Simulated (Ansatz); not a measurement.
Ansatz (an electronic-structure program) input file for isobutene cation (C₄H₈), SMILES C=C(C)C (connectivity only; charge and spin as stated), charge +1, multiplicity 2, PBE0/def2-SVPD. Geometry: TPSSh-D3(BJ)/def2-SVP. The multiplicity is an assumed one; no other spin state was optimised.

Ansatz 0.2 input:
```yaml
crystal:
  periodic: [false, false, false]
  atoms:
    - {symbol: C, position_ang: [-1.27708996, 0.01844858, -0.67388404]}
    - {symbol: C, position_ang: [0.00000000, 0.00000000, 0.05728959]}
    - {symbol: C, position_ang: [1.27708997, -0.01844858, -0.67388403]}
    - {symbol: C, position_ang: [-0.00000001, -0.00000000, 1.48541201]}
    - {symbol: H, position_ang: [-1.18679828, 0.48399348, -1.66665047]}
    - {symbol: H, position_ang: [-1.52785263, -1.05161652, -0.86963234]}
    - {symbol: H, position_ang: [-2.11195877, 0.43714261, -0.09514224]}
    - {symbol: H, position_ang: [1.52785264, 1.05161651, -0.86963232]}
    - {symbol: H, position_ang: [2.11195877, -0.43714261, -0.09514222]}
    - {symbol: H, position_ang: [1.18679830, -0.48399349, -1.66665045]}
    - {symbol: H, position_ang: [0.93963479, 0.03435132, 2.04662442]}
    - {symbol: H, position_ang: [-0.93963481, -0.03435132, 2.04662441]}
basis:
  gaussian:
    orbitals: def2-SVPD
hamiltonian:
  xc: {name: PBE0}
total_charge: 1
magnetization: {spin_polarized: true, initial_magnetization: 1}
```

Program output:

```
Functional definition: PBE0
integrals: 0.06 GiB planned
1188 factors; their error is unknown
mean field: 0.71 GiB planned
mean field evaluation 1: about -4251.4256 eV, gradient 4.4e1 eV
mean field evaluation 2: about -4250.7818 eV, gradient 4.4e1 eV
mean field evaluation 4: about -4261.0934 eV, gradient 2.4e0 eV
mean field evaluation 8: about -4261.1216 eV, gradient 1.6e-1 eV
mean field evaluation 16: about -4261.0804 eV, gradient 6.3e-5 eV
mean field -4261.08043341 eV, -156.5918176639 hartree, gradient 1.8e-5 eV, S^2 0.752777; 0 other end points of the search recorded, 0 dependent functions left out
reference -4261.08046235 eV, -156.5918187274 hartree; 16, 15 occupied and 128, 129 virtual orbitals, 1188 factors
Total energy: -4261.08046235 eV, -156.5918187274 hartree
```

Self-consistency was reached.

Cost: around 10 core-seconds (rough).
